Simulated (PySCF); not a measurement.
Species: C4H6 (charge -1 and doublet state).
Structure used (GFN2-xTB), in Å, numbered top down from 1:
```xyz
10
C4H6 angstrom
C      1.6307    0.1878    0.0711
C      0.3110    0.1138   -0.5148
C     -0.7492   -0.8466   -0.0949
C     -0.9301    0.6377    0.1233
H      2.3243   -0.6010   -0.2490
H      2.1068    1.1757    0.0146
H     -1.3755   -1.3280   -0.8536
H     -0.6649   -1.4764    0.8034
H     -0.9659    0.9884    1.1653
H     -1.6783    1.1533   -0.4879
```

As a line formula: `[CH2-][C]1CC1` [radical] (charge -1).

Level of theory: UKS B3LYP, pcH-1 on C H, non-relativistic, mean-field spin-orbit, GIAO in PySCF 2.14.0. Whether the extra electron is bound in the gas phase wasn't checked; a finite basis holds it in any case. Couplings are sensitive to structure, and on GFN2-xTB geometries they can be far from those on DFT ones, by a factor of two or more for some ions and for spin on atoms past the first row. No stability test was run, so a lower SCF solution isn't excluded.

Question: Break the g tensor into its mass correction, gauge correction and orbital-Zeeman/spin–orbit terms.

Answer: 
```json
{"Δg (ppm)": "relativistic mass correction", "1": "-136", "2": "-136", "3": "-136"}
{"Δg (ppm)": "gauge correction", "1": "14", "2": "22", "3": "24"}
{"Δg (ppm)": "orbital Zeeman/spin–orbit", "1": "-56", "2": "565", "3": "654"}
{"Δg (ppm)": "total", "1": "-178", "2": "451", "3": "542"}
```

So g = 2.00214, 2.00277, 2.00286 and g_iso = 2.00259; the tensor is close to axial: the two nearest values differ by 13 % of g3 − g1. Axes: g2 points within 6° of the C1–C2 bond.

Question: What effective moment and Curie constant follow for a powder?

Answer: With the mean of g² = 4.0104 and S(S+1) = 0.75: μ_eff = √(⟨g²⟩S(S+1)) = 1.734 μB and χT = 0.12505·⟨g²⟩·S(S+1) = 0.376 cm³ K/mol (cgs; spin-Hamiltonian part alone).

Question: Average each term over the three axes. Which is largest in size?

Answer: The orbital-Zeeman/spin–orbit term 388, the mass correction -136 and the gauge correction 20 ppm, for a total of 271 ppm. The orbital-Zeeman/spin–orbit term is the largest in size. The mass correction is the same along every axis, so the anisotropy comes from the other two: their spans along these axes are 10 (gauge) and 710 ppm (orbital Zeeman/spin–orbit).

Question: At 9.346 GHz, how far is the centre of the isotropic spectrum from where a free electron (g = 2.002319) resonates?

Answer: B = hν/(g μB) with μB/h = 13.99624 MHz/mT gives 333.49 mT for the free electron and 333.44 mT at g_iso, 0.05 mT lower.

Question: In a frozen sample, at which fields do the three g values resonate at 9.5, 34, 94 and 263 GHz (hyperfine left aside), and which band first spreads them over more than twice a line width of 0.3 mT?

Answer: 
```json
{"band": "X", "GHz": "9.5", "B(g3) mT": "338.89", "B(g2) mT": "338.91", "B(g1) mT": "339.01", "spread mT": "0.12"}
{"band": "Q", "GHz": "34.0", "B(g3) mT": "1212.88", "B(g2) mT": "1212.93", "B(g1) mT": "1213.31", "spread mT": "0.44"}
{"band": "W", "GHz": "94.0", "B(g3) mT": "3353.25", "B(g2) mT": "3353.40", "B(g1) mT": "3354.45", "spread mT": "1.21"}
{"band": "J", "GHz": "263.0", "B(g3) mT": "9381.96", "B(g2) mT": "9382.38", "B(g1) mT": "9385.33", "spread mT": "3.37"}
```

The spread grows in proportion to the frequency. W band is the first where it exceeds 0.6 mT.

The Mulliken spin populations are largest on C1 (+0.53), C2 (+0.35), H8 (+0.07) and H9 (+0.07). The angles at C1 add up to 340.8°, so it is pyramidal.

The HOMO–LUMO gaps are 3.69 eV among the α and 4.89 eV among the β orbitals.

The SMILES draws the unpaired electron on C2; the largest computed Mulliken spin population is on C1 (0.53 against 0.35).

One conformer stands for the species.
